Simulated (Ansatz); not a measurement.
# Two structures, one formula

Two relaxed structures of CH₆BO (charge +1), singlet (PBE0-D4/def2-TZVP; forces vanish, vibrations not checked).

A:

```
9
angstrom
B -0.4799 0.8688 -1.0499
O -0.4940 0.0810 0.1290
C 0.6360 -0.6962 0.7145
H -1.5128 1.3857 -1.2972
H 0.5566 0.8962 -1.6139
H -1.3218 0.0214 0.6348
H 1.4737 -0.5295 0.0446
H 0.3256 -1.7375 0.7320
H 0.8166 -0.2897 1.7061
```

B:

| atom | x (Å) | y (Å) | z (Å) |
| --- | --- | --- | --- |
| B1 | 0.2464 | -0.0594 | -0.5398 |
| O2 | 1.1281 | -0.7296 | 0.4171 |
| C3 | -1.0162 | 0.5874 | -0.0033 |
| H4 | -1.0146 | 1.6473 | -0.2915 |
| H5 | 0.6892 | -0.1374 | -1.6346 |
| H6 | -1.8784 | 0.1643 | -0.5362 |
| H7 | -1.1969 | 0.5154 | 1.0710 |
| H8 | 1.9556 | -1.1682 | 0.1563 |
| H9 | 0.9365 | -0.7747 | 1.3698 |

Program: Ansatz 0.2.0. Basis: def2-TZVPP. Cores are frozen in the correlated methods. B3LYP uses VWN-RPA correlation.

Q: Which structure is lower at CCSD(T), and by how much? (Judge from chemistry; the value comes from the calculation.)

A: Computed: B, by 0.859 eV (electronic energy, against the other). By their contacts, A is CH₆BO ([BH2][OH][CH3]), total charge +1 and B is CH₆BO ([CH3][BH][OH2]), total charge +1.

All methods give the same order:

| method | E(B) − E(A) (eV) |
| --- | --- |
| PBE-D4 | -1.010 |
| r2SCAN-D4 | -1.014 |
| PBE0-D4 | -1.002 |
| B3LYP-D4 | -0.875 |
| wB97M-V | -0.944 |
| HF | -0.692 |
| MP2 | -0.926 |
| CCSD | -0.846 |
| CCSD(T) | -0.859 |

The T1 diagnostic stays at or below 0.011.

Labels in which every atom is bracketed show which atoms are joined, not bond orders.

For scale, one of the runs: CCSD(T)/def2-TZVPP, 177 basis functions, launched by `ansatz run in.yaml --threads 2 --pin off --events-out ev --progress --plain --max-ram 4352MiB`. Hardware: 2 CPU threads of an Arm Neoverse V2, shared host. Wall time 22 s; peak host memory 1.7 GiB.
